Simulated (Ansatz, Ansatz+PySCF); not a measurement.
```json
{"atom": "Si", "x (Å)": "-0.0035", "y (Å)": "0.0093", "z (Å)": "-0.0010"}
{"atom": "H", "x (Å)": "0.8571", "y (Å)": "0.8706", "z (Å)": "0.8610"}
{"atom": "H", "x (Å)": "0.8663", "y (Å)": "-0.8647", "z (Å)": "-0.8704"}
{"atom": "H", "x (Å)": "-0.8696", "y (Å)": "0.8674", "z (Å)": "-0.8588"}
{"atom": "H", "x (Å)": "-0.8570", "y (Å)": "-0.8558", "z (Å)": "0.8682"}
```

RHF on singlet SiH4 was run in several spherical basis sets with Ansatz (development build ahead of 0.2.0).

Problem. Rank the basis sets by the total energy that they give, lowest first, with the distance from the lowest.
A. STO-3G
B. cc-pVDZ
C. 6-31G(d)
D. def2-SVP
E. def2-TZVP
F. cc-pVTZ

Solution. F (0.00 eV), E (0.08 eV), B (0.47 eV), C (1.00 eV), D (2.90 eV), A (91.27 eV).

Totals follow the description of the cores as much as that of the bonds, so this order isn't one of quality for chemistry.
